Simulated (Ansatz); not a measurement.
Mulliken charges of `FC1(S)CO1` from PBE/def2-TZVPP in Ansatz (PBE0-D4/def2-TZVP geometry).

```
atom   x (Å)   y (Å)   z (Å)  charge (e)
  F1  -0.740  -0.454  -1.445      -0.149
  C2  -0.209   0.042  -0.305       0.246
  S3  -0.083   1.815  -0.316      -0.139
  C4   0.735  -0.782   0.429      -0.034
  O5  -0.638  -0.611   0.826      -0.227
  H6  -1.410   2.021  -0.356       0.110
  H7   0.970  -1.762   0.025       0.097
  H8   1.468  -0.325   1.087       0.095
```

Task: By hand: the dipole of these point charges (1 e Å = 4.8032 D).

Result: Σ q r = (0.269, 0.011, 0.049) e Å, of length 0.274 e Å = 1.32 D.

Task: How does the dipole of the full density compare? (Best estimate.)

Result: Ansatz gave: (0.223, 0.002, 0.072) e Å, 1.13 D; the point charges give 1.17 times that, at 8° from its direction.

Point charges leave out the atoms' own dipoles, such as those of lone pairs, and Mulliken's split depends on the basis, so the two needn't agree.
